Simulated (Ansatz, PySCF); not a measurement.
Process, species as SMILES: CCN [ethanamine] -> C[CH]N + H atom (the C-H bond breaks)

Quantity: bond dissociation energy (enthalpy at 298 K), in kcal/mol. Terms: LANL2DZ all-electron up to Ne; UHF or UKS for open shells; non-relativistic; valence correlation only; dispersion terms only where a functional's name holds one; six Cartesian d functions in 6-31G* and its kin unless marked 5d; 6-311+G** with 5d; no spin-orbit coupling. CBS marks a two-point X^-3 extrapolation of the correlation energy; Hartree-Fock from the larger set. [CCSD(T)-MP2]/basis is that difference in the basis named. Ab initio and DFT rows: single points at B3LYP-D3(BJ) geometries (Ansatz, an electronic-structure program), with unscaled harmonic terms from B3LYP/6-31G* at its own minima.

Coupled cluster (Ansatz) is a level with limits of its own, used here on species with T1 under 0.025 (0.045 for open shells) and stable references: RI-MP2/CBS(cc-pVTZ,cc-pVQZ)+[CCSD(T)-MP2]/cc-pVTZ.

Value to compare with, RI-MP2/CBS(cc-pVTZ,cc-pVQZ)+[CCSD(T)-MP2]/cc-pVTZ (Ansatz): 92.7 kcal/mol.

```
level               program  bond dissociation energy (enthalpy at 298 K) (kcal/mol)  difference
------------------  -------  -------------------------------------------------------  ----------
HF/6-311+G**         Ansatz                                                     68.5       -24.2
PBE/def2-SVP         Ansatz                                                     84.9        -7.8
BLYP/6-31G*          Ansatz                                                     87.7        -5.0
BP86/6-31G* (5d)      PySCF                                                     90.2        -2.5
B3LYP/6-31G*         Ansatz                                                     89.8        -2.9
B3LYP/6-31+G*        Ansatz                                                     88.7        -4.0
B3LYP/def2-SVP       Ansatz                                                     87.1        -5.6
M06-2X/6-31G* (5d)    PySCF                                                     92.5        -0.2
MP2/STO-3G           Ansatz                                                    107.0        14.3
MP2/LANL2DZ          Ansatz                                                     79.6       -13.1
wB97M-V/def2-TZVPD   Ansatz                                                     90.4        -2.3
```

Among the 10 habitual levels, HF/6-311+G** lies farthest from RI-MP2/CBS(cc-pVTZ,cc-pVQZ)+[CCSD(T)-MP2]/cc-pVTZ (Ansatz) (-24.2 kcal/mol) and M06-2X/6-31G* (5d) nearest (-0.2); 1 of 10 lie above it, and their mean absolute difference is 8.0 kcal/mol, the median 5.3. One case shows no general order.

The levels are drawn from those run, B3LYP/6-31G* more often than the rest, none by its result; runs whose electronic state is in doubt are left out.
